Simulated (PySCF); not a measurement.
A spin–spin coupling run with PySCF 2.14.0 with density-fitted response routines (density fitting, non-relativistic, gas phase) on Cyclopropyl Isocyanate, C$_{4}$H$_{5}$NO:

```
$ OMP_NUM_THREADS=1 python probes_run.py task.json out

{"job": {"kind": "j", "xc": "LDA", "basis": "pcJ-1"}, "charge": 0, "multiplicity": 1}
O      3.146581    -0.797684    -0.848039
C      2.213911    -0.514801    -0.195759
N      1.326004    -0.229154     0.552458
C     -0.024590     0.102102     0.729430
C     -0.765845     0.899725    -0.305347
C     -1.096989    -0.549815    -0.096221
H     -0.267797     0.306339     1.775766
H     -1.467983     1.662490     0.040638
H     -0.214997     1.166756    -1.210998
H     -0.773027    -1.259604    -0.861744
H     -2.033448    -0.814694     0.401268
```

Hardware: 1 thread of an Arm Neoverse N1, shared host. The job also computes field gradients.

Q: How large is the calculation?

A: 44 electrons, 212 basis functions and 746 auxiliary functions.

Q: How long does it take, and how much memory does it need?

A: 22 s of wall time, with 15 SCF cycles; peak memory 0.69 GiB. Times on a shared host scatter by some tens of per cent.

Q: And these other runs on the same molecule and hardware: spin–spin coupling at B97-2/pcJ-1; spin–spin coupling at HF/pcJ-1; spin–spin coupling at KT2/pcJ-1; spin–spin coupling at PBE/pcJ-1; spin–spin coupling at PBE0/pcJ-1?

A: B97-2/pcJ-1: 212 functions, 32 s; HF/pcJ-1: 212 functions, 25 s; KT2/pcJ-1: 212 functions, 32 s; PBE/pcJ-1: 212 functions, 30 s; PBE0/pcJ-1: 212 functions, 32 s.
